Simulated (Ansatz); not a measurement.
fcc Au: PBE at its full settings (plane-wave cutoff 520 eV, 24×24×24 k mesh, Fermi–Dirac smearing 0.05 eV, scalar-relativistic PAW data made under PBE) and at cheaper ones, in a cell of 1 atom with Γ-centred meshes.

```csv
level and setting,equilibrium lattice constant a (Å),bulk modulus (GPa)
PBE (Ansatz),4.158,139
PBE (Γ point alone) (Ansatz),3.794,518
PBE (2×2×2 k mesh) (Ansatz),4.493,96.8
PBE (4×4×4 k mesh) (Ansatz),4.176,142
PBE (6×6×6 k mesh) (Ansatz),4.167,140
PBE (Fermi-Dirac smearing of 0.3 eV) (Ansatz),4.160,138
```

Largest shifts from the full settings: lattice constant a -8.75 % (PBE (Γ point alone)), against a difference of +2.36 % of the full result from the reference 4.062 Å (measured, static lattice: zero-point anharmonic expansion removed; as tabulated in Mejia-Rodriguez and Trickey (2018), arXiv:1807.09216); bulk modulus +273 % (PBE (Γ point alone)), against a difference of -24 % of the full result from the reference 182 GPa (measured, 0 K value with the zero-point phonon effect removed, our sources range from 175 to 182; as tabulated in Mejia-Rodriguez and Trickey (2018), arXiv:1807.09216).

The full settings aren't shown to be converged themselves.

Ansatz's density-functional and Hartree–Fock values are scalar-relativistic unless marked +SOC, with PAW data made under PBE.

Run with cheap settings on purpose, which may leave them unconverged: PBE (2×2×2 k mesh), PBE (4×4×4 k mesh), PBE (6×6×6 k mesh), PBE (Fermi-Dirac smearing of 0.3 eV), PBE (Γ point alone).

Ansatz is a first-principles code.
